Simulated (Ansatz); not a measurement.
We consider rock-salt TiC, described by Hartree–Fock (Ansatz, an electronic-structure program, PAW).

Run with plane-wave cutoff 460 eV, 12×12×12 k mesh, Fermi–Dirac smearing 0.05 eV, no spin polarisation, scalar-relativistic PAW data made under PBE.

Energies at three volumes about the minimum:

| V (Å³/atom) | E − E_lowest (meV/atom) |
|---|---|
| 10.193 | 6.08 |
| 10.476 | 0.00 |
| 10.715 | 5.54 |

Task: Fit a parabola by hand: where is the minimum, what lattice constant follows, and what is the bulk modulus?

Result: Slopes: (0.00 − 6.08)/(10.476 − 10.193) = -21.484 and (5.54 − 0.00)/(10.715 − 10.476) = 23.180 meV/Å³. Curvature E″ = 2 × (23.180 − (-21.484))/(10.715 − 10.193) = 171.126 meV/Å⁶. From the middle of the first interval, the slope vanishes at V0 = 10.3345 − (-21.484)/171.126 = 10.460 Å³/atom. B = V0 E″ = 10.460 × 171.126 meV/Å³ × 0.1602 GPa per meV/Å³ = 287 GPa. With 8 atoms in the cube, a = (8 × 10.460)^(1/3) = 4.374 Å. The full Birch–Murnaghan fit to all volumes gives V0 = 10.455 Å³/atom and B0 = 286 GPa.

Measured, for comparison: bulk modulus 240 GPa (temperature not stated, no zero-point or thermal correction, our sources range from 235 to 268; as tabulated in Krasnenko and Brik (2013), arXiv:1306.3139); lattice constant a 4.33 Å (temperature not stated, no zero-point or thermal correction; as tabulated in Zhang et al. (2018), doi:10.1088/1367-2630/aac7f0). Computed (rounded) less measured: bulk modulus not scored (sources differ).
